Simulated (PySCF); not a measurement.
# 1-Hexyne: calculation and literature

Molfile (atoms numbered from 1):
```
C6H10
     RDKit          3D

 16 15  0  0  0  0  0  0  0  0999 V2000
    3.5089    0.9988   -0.0988 C   0  0  0  0  0  0  0  0  0  0  0  0
    2.5330    0.2880   -0.0030 C   0  0  0  0  0  0  0  0  0  0  0  0
    1.3409   -0.5420    0.1108 C   0  0  0  0  0  0  0  0  0  0  0  0
    0.0340    0.2489    0.0209 C   0  0  0  0  0  0  0  0  0  0  0  0
   -1.1989   -0.6346    0.1440 C   0  0  0  0  0  0  0  0  0  0  0  0
   -2.5023    0.1428    0.0585 C   0  0  0  0  0  0  0  0  0  0  0  0
    4.3759    1.6268   -0.1832 H   0  0  0  0  0  0  0  0  0  0  0  0
    1.3765   -1.0925    1.0675 H   0  0  0  0  0  0  0  0  0  0  0  0
    1.3630   -1.3127   -0.6798 H   0  0  0  0  0  0  0  0  0  0  0  0
    0.0097    0.7967   -0.9364 H   0  0  0  0  0  0  0  0  0  0  0  0
    0.0247    1.0190    0.8110 H   0  0  0  0  0  0  0  0  0  0  0  0
   -1.1734   -1.4057   -0.6464 H   0  0  0  0  0  0  0  0  0  0  0  0
   -1.1566   -1.1861    1.1001 H   0  0  0  0  0  0  0  0  0  0  0  0
   -2.5722    0.8945    0.8611 H   0  0  0  0  0  0  0  0  0  0  0  0
   -2.5857    0.6784   -0.9006 H   0  0  0  0  0  0  0  0  0  0  0  0
   -3.3763   -0.5199    0.1465 H   0  0  0  0  0  0  0  0  0  0  0  0
  1  2  3  0
  2  3  1  0
  3  4  1  0
  4  5  1  0
  5  6  1  0
  1  7  1  0
  3  8  1  0
  3  9  1  0
  4 10  1  0
  4 11  1  0
  5 12  1  0
  5 13  1  0
  6 14  1  0
  6 15  1  0
  6 16  1  0
M  END
```

[PySCF 2.14.0 with density-fitted response routines: geometry from PBE0-D3(BJ)/def2-SVP; GIAO KT3/pcSseg-2 shieldings; no solvent; rapidly exchanging positions averaged; non-relativistic Hamiltonian; a single conformation]

Reference values: measured (solution, not stated per compound (mostly CDCl3 or CCl4); Pretsch, Buehlmann, Badertscher, Structure Determination of Organic Compounds, 4th ed. (2009)).
```
atoms  quantity  reference  computed
   C2     δ 13C       83.0      80.1
   C1     δ 13C       66.0      62.5
```

Computed shifts are σ(ref) − σ with the named reference compound (TMS for H and C) calculated as an isolated molecule at the same level.

How far are the unscaled 13C shifts from the references?

## Answers

Mean signed difference -3.20 ppm, mean absolute 3.20 ppm over 2 comparisons; the largest is -3.5 ppm at C1 (terminal alkyne carbon).
